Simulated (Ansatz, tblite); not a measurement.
# The cluster CSi₂: rung by rung

An exercise on one series of results from a longer session: the logs are not shown, and one member is left open.

Method: as each input shows; program: Ansatz 0.2.0, Gaussian basis.

The runs, in order: GFN1-xTB, GFN2-xTB, PBE-D4/def2-TZVP, r2SCAN-D4/def2-TZVP, revPBE-D4/def2-TZVP, B3LYP-D4/def2-TZVP, r2SCANh-D4/def2-TZVP, r2SCAN0-D4/def2-TZVP, HF/def2-TZVP, PBE-D4/def2-SVP, PBE0-D4/def2-SVP, HF/STO-3G, HF/6-31G, B3LYP-D4/6-31G, PBE0-D4/def2-TZVPD, PBE-D4/def2-TZVPD, r2SCAN-D4/def2-TZVPD, CCSD(T)/def2-TZVPP, MP2/def2-TZVP, RPA/def2-TZVP, CCSD(T)/def2-TZVPD.

1 further run of the same task is left out (set aside as unsound or not needed).

### The relaxed structure

The singlet was relaxed beforehand with PBE0-D4/def2-TZVP. At that level it is the lowest of the isomers that a small search found.

3 atoms, charge 0, spin multiplicity 1.

Bond lengths: Si1–C3 1.690 Å, Si2–C3 1.690 Å. Angles: Si1–C3–Si2 120.3°.

PBE0-D4/def2-TZVP was run before; its log isn't repeated, and its numbers join the tables.

The first run:

Tight binding, by tblite at 300 K electronic temperature and without a spin-polarisation term:

```python
tblite.interface.Calculator('GFN1-xTB', numbers, positions, charge=0, uhf=0).singlepoint()
```

Tight binding, by tblite at 300 K electronic temperature and without a spin-polarisation term:

```python
tblite.interface.Calculator('GFN2-xTB', numbers, positions, charge=0, uhf=0).singlepoint()
```

start.molden holds the orbitals of an earlier run on this state, given as this run's starting guess.

Contents of in.yaml:

```yaml
crystal:
  periodic: [false, false, false]
  atoms:
    - {symbol: Si, position_ang: [-1.069872, 0.913776, -0.498080]}
    - {symbol: Si, position_ang: [1.125089, -0.483473, 0.853287]}
    - {symbol: C, position_ang: [-0.055227, -0.430304, -0.355217]}
basis:
  gaussian: {orbitals: def2-TZVP, initial_orbitals: start.molden}
hamiltonian: {xc: pbe, dispersion: d4}
scf: {omitted_lower_state_checks: [starts]}
output: {orbitals: {seedname: orbitals}}
```

Run with:

```bash
> ansatz run in.yaml --threads 4 --pin off --events-out ev --progress --plain --max-ram 3916MiB
```

Steps of the session up to this table: PBE-D4/def2-TZVP; r2SCAN-D4/def2-TZVP; revPBE-D4/def2-TZVP; B3LYP-D4/def2-TZVP; r2SCANh-D4/def2-TZVP; r2SCAN0-D4/def2-TZVP; HF/def2-TZVP; PBE-D4/def2-SVP; PBE0-D4/def2-SVP; HF/STO-3G; HF/6-31G; B3LYP-D4/6-31G; PBE0-D4/def2-TZVPD; PBE-D4/def2-TZVPD; r2SCAN-D4/def2-TZVPD; CCSD(T)/def2-TZVPP; MP2/def2-TZVP; RPA/def2-TZVP; CCSD(T)/def2-TZVPD.

One table of the session follows, with a row left open; its other results are not shown here.

```
               level  HOMO (eV)  gap (eV)
           HF/STO-3G      -4.80     10.89
            HF/6-31G      -9.35      9.60
        HF/def2-TZVP      -9.37      9.88
     PBE-D4/def2-SVP      -6.09      2.80
    PBE-D4/def2-TZVP      -6.06      2.79
   PBE-D4/def2-TZVPD      -6.09      2.80
 revPBE-D4/def2-TZVP      -6.03      2.81
 r2SCAN-D4/def2-TZVP      -6.29      3.07
r2SCAN-D4/def2-TZVPD      -6.30      3.08
r2SCANh-D4/def2-TZVP      -6.69      3.77
      B3LYP-D4/6-31G      -6.98      4.17
  B3LYP-D4/def2-TZVP      -6.94      4.31
    PBE0-D4/def2-SVP          ?         ?
   PBE0-D4/def2-TZVP      -7.16      4.65
  PBE0-D4/def2-TZVPD      -7.18      4.65
r2SCAN0-D4/def2-TZVP      -7.29      4.81
```

**Question.** Estimate the row for PBE0-D4/def2-SVP.

**Answer.** HOMO (eV): -7.21; gap (eV): 4.66. In the column «HOMO (eV)» it lies between r2SCAN0-D4/def2-TZVP (-7.29) and PBE0-D4/def2-TZVPD (-7.18).
